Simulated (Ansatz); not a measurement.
A made-up structure of AlSiH$_{2}$O (charge -1), closed shell:

```
5
angstrom
O -0.3078 0.2599 0.9289
Al -0.1651 -0.9758 -0.3160
Si 1.1898 0.9035 0.3788
H 2.0512 1.1924 1.4701
H 0.7046 1.8361 -0.7873
```

It is relaxed with PBE-D4/def2-SVPD and then PBE0-D4/def2-TZVPD (Ansatz 0.2.0). Atoms count as bonded within 1.22 times the sum of their covalent radii (H–H: 0.88 Å). The end point is not checked to be a true minimum.

Question: Does its bonding change? (A judgement: the text doesn't fix the answer.)

Answer: By the calculation: No: no bond forms or breaks.

Where it ends: The first stage lowers the energy by 0.83 eV in 6 steps. It ends as AlSiH₂O ([O]1[Al][SiH2]1), total charge -1:
```xyz
5
angstrom
O -0.3546 0.2752 0.7566
Al -0.2092 -1.2656 -0.0828
Si 1.1559 0.7985 0.1467
H 1.9717 1.2500 1.3543
H 0.9090 2.1579 -0.5003
```

Labels in which every atom is bracketed show which atoms are joined, not bond orders.

For scale, one of the runs: PBE0-D4/def2-TZVPD relaxation, 144 basis functions, launched by `ansatz run in.yaml --threads 2 --pin off --events-out ev --progress --plain --max-ram 4352MiB`. The run took about 14 s on 2 CPU threads of an Arm Neoverse V2 (shared host).
